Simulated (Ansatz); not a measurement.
CH$_{5}$N$_{2}$+, SMILES `NC=[NH2+]`, charge 1, multiplicity 1.

(1) Give a relaxed structure at PBE0-D4/def2-TZVP (the Gaussian-basis code of Ansatz). (Estimate.)

Results:

(1) Ansatz gave: 
Z-matrix (Å, degrees):
```
N
C 1 1.304
H 1 1.009 2 119.9
H 1 1.010 2 123.0 3 180.0
N 2 1.304 1 125.4 3 -180.0
H 2 1.086 1 117.3 3 -0.0
H 5 1.009 2 119.9 1 180.0
H 5 1.010 2 123.0 1 -0.0
```
Point group C2v.
